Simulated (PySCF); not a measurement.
Level of theory: PBE-D3(BJ)/def2-TZVP // B3LYP-D3(BJ)/def2-TZVP (PySCF 2.14.0). Gas-phase values, no solvent. Delta-SCF ions had no search for a lower state. 

Reference species (SMILES): `C#N` (neutral, multiplicity 1).

The LUMO comes out as -0.86 eV and the vertical ionisation energy (Delta-SCF) is 13.81 eV. The S1 oscillator strength comes out as 0.000. The dipole moment is 2.93 D.

Changed species: `C(C#N)#CC` (X = propynyl; the reference has X = H).

**Question.** Give the shifts of the LUMO, vertical ionisation energy (Delta-SCF), S1 oscillator strength and dipole moment.

**Answer.** the LUMO falls by 1.20 eV, to -2.06 eV; the vertical ionisation energy (Delta-SCF) drops by 3.39 eV, to 10.42 eV; the S1 oscillator strength stays essentially unchanged; the dipole moment increases by 2.37 D, to 5.30 D.
